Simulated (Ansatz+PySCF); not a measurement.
Values are calculated unless marked as measured or tabulated.
# Several solutions for doublet H4O2(+) in separate pieces

```yaml
atoms:
  - { symbol: O, position_ang: [0.0000, 0.0000, -0.1197] }
  - { symbol: H, position_ang: [0.0000, 0.7542, 0.4787] }
  - { symbol: H, position_ang: [0.0000, -0.7542, 0.4787] }
  - { symbol: O, position_ang: [10.0000, 0.0000, -0.1197] }
  - { symbol: H, position_ang: [10.0000, 0.7542, 0.4787] }
  - { symbol: H, position_ang: [10.0000, -0.7542, 0.4787] }
```

Basis set: cc-pVDZ (spherical functions). Charge 1, multiplicity 2.

PBE0 (unrestricted) was run from several starts with Ansatz (development build ahead of 0.2.0) and PySCF 2.14.0.

```
run  program                                start  converged  energy (hartree)  <S²>
  A   Ansatz              stability test followed        yes        -152.29232  0.75
  B    PySCF  guess minao, instabilities followed        yes        -152.29231  0.75
  C    PySCF                     program defaults         no                 –     –
  D   Ansatz              atomic start, no search        yes        -152.29232  0.75
  E   Ansatz          search for the lowest state        yes        -152.29232  0.75
```

**Question.** Which runs reached the lowest solution of this kind, and what is wrong with the others?

**Answer.** A, B, D, E reached the lowest solution found. Not converged: C. Caution: charge can spread falsely over distant fragments.
